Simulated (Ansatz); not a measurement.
# C3H7: the cost of one run

The runs use Ansatz 0.2.0, Gaussian basis; single points in def2-TZVPP.

Correlated methods freeze the cores.

## (1) The system as given

SMILES `C[CH+]C`, 10 atoms, charge 1, spin multiplicity 1.

Atoms are counted from 1 here; the program's logs count them from 0.

Bond lengths: C1–C2 1.441 Å, C1–H4 1.155 Å, C1–H5 1.084 Å, C1–H6 1.078 Å, C2–C3 1.422 Å, C2–H7 1.108 Å, C3–H8 1.119 Å, C3–H9 1.115 Å, C3–H10 1.100 Å. Angles: C2–C1–H4 107.6°, C2–C1–H5 110.3°, C2–C1–H6 114.1°, H4–C1–H5 99.9°, H4–C1–H6 110.1°, H5–C1–H6 113.7°, C1–C2–C3 125.9°, C1–C2–H7 116.5°, C3–C2–H7 117.6°, C2–C3–H8 108.7°, C2–C3–H9 113.3°, C2–C3–H10 109.2°, H8–C3–H9 111.7°, H8–C3–H10 101.9°, H9–C3–H10 111.5°.

Coordinates:

```xyz
10
C3H7
C    -0.8892    0.8127   -0.4588
C     0.1773   -0.1562   -0.4214
C     0.7739   -0.6938    0.7526
H    -1.7580    0.3527   -1.0655
H    -0.6251    1.6382   -1.1092
H    -1.2386    1.1212    0.5133
H     0.5696   -0.4983   -1.3998
H     0.7443   -1.8110    0.6908
H     0.3076   -0.3209    1.6940
H     1.8557   -0.4938    0.7327
```

## (2) CCSD(T)/def2-TZVPP

File run/in.yaml:

```yaml
crystal:
  periodic: [false, false, false]
  atoms:
    - {symbol: C, position_ang: [-0.889200, 0.812700, -0.458800]}
    - {symbol: C, position_ang: [0.177300, -0.156200, -0.421400]}
    - {symbol: C, position_ang: [0.773900, -0.693800, 0.752600]}
    - {symbol: H, position_ang: [-1.758000, 0.352700, -1.065500]}
    - {symbol: H, position_ang: [-0.625100, 1.638200, -1.109200]}
    - {symbol: H, position_ang: [-1.238600, 1.121200, 0.513300]}
    - {symbol: H, position_ang: [0.569600, -0.498300, -1.399800]}
    - {symbol: H, position_ang: [0.744300, -1.811000, 0.690800]}
    - {symbol: H, position_ang: [0.307600, -0.320900, 1.694000]}
    - {symbol: H, position_ang: [1.855700, -0.493800, 0.732700]}
basis:
  gaussian: {orbitals: def2-TZVPP}
total_charge: 1
correlation: {method: ccsd_t}
output: {forces: true}
```

The run is started by

```console
> ansatz run in.yaml --threads 4 --pin off --events-out ev --progress --plain --max-ram 5222MiB
```

Q: Estimate wall time and peak memory on 4 threads of Arm Neoverse N1, shared host.

About 3.1 min, with a peak of 4.3 GiB.
